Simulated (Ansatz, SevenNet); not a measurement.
Elastic constant C44 (GPa) of solids drawn from the class of oxides, at two levels: the machine-learned potential SevenNet-l3i5 (trained on PBE and PBE+U data), and PBE (plane waves, PAW; Ansatz, an electronic-structure program).

| solid | SevenNet-l3i5 | PBE | shift (%) |
|---|---|---|---|
| rock-salt SrO | 51.9 | 54.4 | +4.8 |
| cubic perovskite KTaO3 | 87.1 | 98.3 | +12.9 |
| stishovite (SiO2) | 191 | 227 | +18.8 |
| rutile SnO2 | 81.3 | 84.6 | +4.1 |
| A-type hexagonal La2O3 | 50.5 | 55.9 | +10.7 |
| rock-salt MgO | 116 | 141 | +22 |
| corundum (α-Al2O3) | 128 | 131 | +2.3 |
| rock-salt CaO | 68.2 | 75.7 | +11.0 |
| rock-salt BaO | 34.4 | 35.6 | +3.5 |
| rutile TiO2 | 101 | 115 | +13.9 |

The shifts run from +2.3 % to +22 %, with a median of +10.8 %.

Of 10 rows, PBE is the larger in 10 and the smaller in 0.

Ansatz's runs of these crystals have no spin polarisation.

Spin–orbit coupling is left out, also for the solids with elements from indium on (cubic perovskite KTaO3, rutile SnO2, A-type hexagonal La2O3, rock-salt BaO); its size isn't shown.

Each level is taken at its own relaxed cell. Ansatz's density-functional and Hartree–Fock values are scalar-relativistic unless marked +SOC, with PAW data made under PBE.
